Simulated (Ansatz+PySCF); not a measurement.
Values are calculated unless marked as measured or tabulated.
A run of PySCF 2.14.0 on singlet MgS at this shape:

```csv
atom,x (Å),y (Å),z (Å)
Mg,0.0000,0.0000,0.0000
S,0.8506,1.1342,2.4555
```

Its results:

```
Converged                       : yes
Reference energy                : -590.09494 hartree
CCSD correlation energy         : -0.07064 hartree
Triples correction              : -0.00162 hartree
Total energy                    : -590.16719 hartree
Spin squared of the determinant : 0.000
```

Problem. Which input gives this output? Name the method, the orbitals and the basis set, and write the input.

Solution. RHF-CCSD(T) in STO-3G. An unrestricted run that stays on the closed shell gives the same numbers.

```python
from pyscf import gto, scf, cc

mol = gto.M(atom="""
Mg 0.000000 0.000000 0.000000
S 0.850620 1.134160 2.455520
""", basis='sto-3g', charge=0, spin=0)
mf = scf.RHF(mol)
mf.kernel()
mycc = cc.CCSD(mf, frozen=6).run()
et = mycc.ccsd_t()
print(mf.e_tot, mycc.e_corr, et, mycc.e_tot + et)
```

Caution: another spin multiplicity may lie lower; an unrestricted determinant lies well below.
